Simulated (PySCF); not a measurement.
**CHFNO(-): hydrogen fluoride and cyanate**

Made of hydrogen fluoride and cyanate. The whole: charge -1, singlet.

Parts: 1 = hydrogen fluoride (F), atoms 1–2; 2 = cyanate ([N-]=C=O), atoms 3–5, charge -1.

Coordinates in Å:
```
F1      0.242   -0.258    0.206
H2     -0.645    0.032   -0.114
N3     -3.355    2.137    0.239
C4     -2.661    1.291   -0.191
O5     -1.953    0.398   -0.663
```

In these coordinates H2···O5 is 1.465 Å. Part 2 is then moved rigidly along that line, all else held; at short range other atoms may come into contact.

The starting structure comes from a short search with a few starts; no frequency run checks that it is a minimum, and another way of binding may lie lower.

Computed with PySCF 2.14.0: CCSD(T)/aug-cc-pVDZ and MP2/aug-cc-pVTZ, aug-cc-pVQZ counterpoise interaction energy, frozen core, gas phase. The geometry comes from PBE0-D3(BJ)/def2-TZVPD.

Counterpoise energies in kcal/mol, cluster less the parts frozen as they stand in it; small is aug-cc-pVDZ, large aug-cc-pVQZ. Estimated limit: HF in aug-cc-pVQZ, MP2 correlation extrapolated as X⁻³ from aug-cc-pVTZ and aug-cc-pVQZ, and CCSD(T) less MP2 in aug-cc-pVDZ; it isn't the exact limit.

Results

| H2···O5 (Å) | HF large | MP2 large | SCS-MP2 large | CCSD(T) small | CCSD(T) limit est. |
| --- | --- | --- | --- | --- | --- |
| 1.319 | -21.68 | -22.98 | -21.89 | -20.56 | -23.22 |
| 1.392 | -23.25 | -24.52 | -23.53 | -22.47 | -24.72 |
| 1.465 | -23.93 | -25.11 | -24.23 | -23.40 | -25.31 |
| 1.538 | -23.99 | -25.07 | -24.29 | -23.66 | -25.25 |
| 1.612 | -23.63 | -24.61 | -23.91 | -23.43 | -24.78 |
| 1.831 | -21.29 | -21.93 | -21.44 | -21.25 | -22.06 |
| 2.198 | -16.60 | -16.79 | -16.53 | -16.52 | -16.86 |
| 2.930 | -10.12 | -9.94 | -9.86 | -9.82 | -9.93 |

The 8 runs took 23 min in all, one thread each of Arm Neoverse N1 on a shared host, launched as `OMP_NUM_THREADS=1 python cluster_run.py task.json out`.
